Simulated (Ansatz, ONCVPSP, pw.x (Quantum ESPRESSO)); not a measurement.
**What a changed setting does to a pw.x run (bcc Cu)**

Potential: optimised norm-conserving Vanderbilt (ONCV), ONCVPSP 4.0.1.1 (patched build), LDA (Perdew-Wang 92); core [Ar], reference 3d10 4s1; waves: 4s: rc 2.50 bohr, ncon 4, nbas 8, qcut 2.4 1/bohr, 3 projectors, debl 2.1 Ha; p scattering state at 0.04 Ha: rc 2.50 bohr, ncon 4, nbas 9, qcut 3.7 1/bohr, 2 projectors, debl 1.7 Ha; 3d: rc 1.20 bohr, ncon 3, nbas 8, qcut 11.9 1/bohr, 2 projectors, debl 3.9 Ha; local part: polynomial inside 0.90 bohr (lpopt 1, dvloc0 3.5 Ha); core correction: Teter function, fcfact 2.25, rcfact 1.5. In the p channel the program set the typed energies aside and used 0.050, 1.750 Ha.

The reference run (k-mesh 16³, cutoffs 155/620 Ry, Fermi–Dirac 0.01 Ry, mixing_beta 0.4, conv_thr 1e-9, no spin) gives -1.06 GPa at 10.940 Å³/atom, where all-electron LAPW gives -0.14 GPa. This run, with its own iteration cap, changes startingwfc to random.

```
&control
  calculation='scf', prefix='x', pseudo_dir='./', outdir='./tmp', tstress=.true., disk_io='none'
/
&system
  ibrav=0, nat=1, ntyp=1, ecutwfc=155, ecutrho=620, nbnd=13,
  occupations='smearing', smearing='fd', degauss=0.01
/
&electrons
  conv_thr=1e-09, mixing_beta=0.4, electron_maxstep=50, startingwfc='random'
/
ATOMIC_SPECIES
Cu 1.0 Cu.UPF
CELL_PARAMETERS angstrom
  -1.39846771 1.39846771 1.39846771
  1.39846771 -1.39846771 1.39846771
  1.39846771 1.39846771 -1.39846771
ATOMIC_POSITIONS crystal
Cu 0.0000 0.0000 0.0000
K_POINTS automatic
16 16 16 0 0 0
```

```bash
pw.x < Cu.scf.in > Cu.scf.out
```

How does the run end?

It converges in 13 iterations; the free energy moves by +0.0 meV/atom and the pressure by +0.00 GPa. The result is that of the reference run.

```
Message from routine setup:
     using ibrav=0 with symmetry is DISCOURAGED, use correct ibrav instead
     lattice parameter (alat)  =       4.5773  a.u.
     unit-cell volume          =      73.8268 (a.u.)^3
     number of electrons       =        11.00
     number of Kohn-Sham states=           13
     kinetic-energy cutoff     =     155.0000  Ry
     charge density cutoff     =     620.0000  Ry
     scf convergence threshold =      1.0E-09
     Exchange-correlation= SLA  PW   NOGX NOGC
     number of k points=   145  Fermi-Dirac smearing, width (Ry)=  0.0100
     iteration #  1     ecut=   155.00 Ry     beta= 0.40
     total energy              =    -106.02863394 Ry
     estimated scf accuracy    <       0.39614158 Ry
     iteration #  2     ecut=   155.00 Ry     beta= 0.40
     total energy              =    -106.16512799 Ry
     estimated scf accuracy    <       0.14303676 Ry
     iteration #  3     ecut=   155.00 Ry     beta= 0.40
     total energy              =    -106.18358992 Ry
     estimated scf accuracy    <       0.00316847 Ry
     iteration #  4     ecut=   155.00 Ry     beta= 0.40
     total energy              =    -106.18441880 Ry
     estimated scf accuracy    <       0.00658812 Ry
     iteration #  5     ecut=   155.00 Ry     beta= 0.40
     total energy              =    -106.18538145 Ry
     estimated scf accuracy    <       0.00004580 Ry
     iteration #  6     ecut=   155.00 Ry     beta= 0.40
     total energy              =    -106.18539396 Ry
     estimated scf accuracy    <       0.00001943 Ry
     iteration #  7     ecut=   155.00 Ry     beta= 0.40
     total energy              =    -106.18539851 Ry
     estimated scf accuracy    <       0.00000279 Ry
     iteration #  8     ecut=   155.00 Ry     beta= 0.40
     total energy              =    -106.18539854 Ry
     estimated scf accuracy    <       0.00000041 Ry
     iteration #  9     ecut=   155.00 Ry     beta= 0.40
     total energy              =    -106.18539851 Ry
     estimated scf accuracy    <       0.00000012 Ry
     iteration # 10     ecut=   155.00 Ry     beta= 0.40
     total energy              =    -106.18539851 Ry
     estimated scf accuracy    <       0.00000001 Ry
     iteration # 11     ecut=   155.00 Ry     beta= 0.40
     total energy              =    -106.18539851 Ry
     estimated scf accuracy    <          8.3E-09 Ry
     iteration # 12     ecut=   155.00 Ry     beta= 0.40
     total energy              =    -106.18539851 Ry
     estimated scf accuracy    <       0.00000001 Ry
     iteration # 13     ecut=   155.00 Ry     beta= 0.40
     the Fermi energy is    13.7777 ev
!    total energy              =    -106.18539851 Ry
     estimated scf accuracy    <          1.7E-10 Ry
     smearing contrib. (-TS)   =      -0.00156418 Ry
     The total energy is F=E-TS. E is the sum of the following terms:
     one-electron contribution =     -22.05638974 Ry
     hartree contribution      =      26.68906065 Ry
     xc contribution           =     -27.50327372 Ry
     ewald contribution        =     -83.31323152 Ry
     convergence has been achieved in  13 iterations
          total   stress  (Ry/bohr**3)                   (kbar)     P=      -10.64
     Message from routine punch:
     Nothing written, as per user request (disk_io='none')
```

The run took about 2.8 min on one core of a shared host (Neoverse-N1, 64 threads, 124 GiB, load 46).
